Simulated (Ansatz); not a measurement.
Basis-set series for `FC1=CCCC1`. Charge 0, multiplicity 1. The structure was optimised at the PBE0-D4/def2-TZVP level.

```json
{"functional": "PBE0-D4", "basis": "def2-TZVPP", "functions": "284", "energy (Eh)": "-294.35889", "HOMO (eV)": "-6.79", "LUMO (eV)": "0.78"}
{"functional": "PBE0-D4", "basis": "def2-QZVPP", "functions": "552", "energy (Eh)": "-294.37452", "HOMO (eV)": "-6.81", "LUMO (eV)": "0.68"}
{"functional": "ωB97M-V", "basis": "def2-TZVPP", "functions": "284", "energy (Eh)": "-294.56438", "HOMO (eV)": "-9.02", "LUMO (eV)": "2.64"}
{"functional": "ωB97M-V", "basis": "def2-QZVPP", "functions": "552", "energy (Eh)": "-294.57929", "HOMO (eV)": "-9.04", "LUMO (eV)": "1.92"}
```

Q: Give the rows for def2-SVP. (Estimate.)

A: Computed: 
| functional | basis | functions | energy (Eh) | HOMO (eV) | LUMO (eV) |
| --- | --- | --- | --- | --- | --- |
| PBE0-D4 | def2-SVP | 119 | -294.02825 | -6.75 | 0.94 |
| ωB97M-V | def2-SVP | 119 | -294.22039 | -8.97 | 3.14 |

Positive LUMOs are unbound and depend on the basis.
